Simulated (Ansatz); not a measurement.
**Scan of [H···H···GeH₃], doublet**

Starting geometry:

```xyz
6

H    -2.8380    0.0000    0.0000
H    -2.0930    0.0000    0.0000
Ge    0.0470    0.0000    0.0000
H     0.5156   -1.4659    0.0000
H     0.5156    0.7330   -1.2695
H     0.5156    0.7330    1.2695
```

From there H2 is moved from one fragment to the other while all else, the fragments' distance too, stays fixed; atoms are numbered as listed. Energies are in eV, counted from the starting geometry at the same level. Kohn–Sham curves are unrestricted where that lies lower.

Basis cc-pVTZ; Ansatz 0.2.0. Correlated methods freeze the noble-gas cores and the filled d shells of p-block atoms. Prefix R: restricted or restricted open-shell reference; prefix U: unrestricted. No spin–orbit coupling is included, and no scalar relativity.

Functionals correlate the shells that the reference freezes, so part of their error here is the reference's.

Full CI isn't at hand for all of this; UCCSDT(Q) serves as the reference, and is uncertain by about the last step of the cluster series.

| distance H1-H2 (Å) | UCCSDT(Q) | PBE | r2SCAN | B97M-V | PBE0 | B3LYP | wB97M-V | B2PLYP | RPA-PBE |
| --- | --- | --- | --- | --- | --- | --- | --- | --- | --- |
| 0.745 | 0.000 | 0.000 | 0.000 | 0.000 | 0.000 | 0.000 | 0.000 | 0.000 | 0.000 |
| 0.832 | 0.094 | 0.028 | 0.052 | 0.050 | 0.054 | 0.064 | 0.091 | 0.085 | 0.096 |
| 1.006 | 0.473 | 0.309 | 0.357 | 0.304 | 0.370 | 0.395 | 0.481 | 0.446 | 0.480 |
| 1.181 | 0.658 | 0.512 | 0.533 | 0.471 | 0.554 | 0.595 | 0.695 | 0.627 | 0.687 |
| 1.355 | 0.705 | 0.653 | 0.623 | 0.602 | 0.639 | 0.701 | 0.754 | 0.683 | 0.758 |
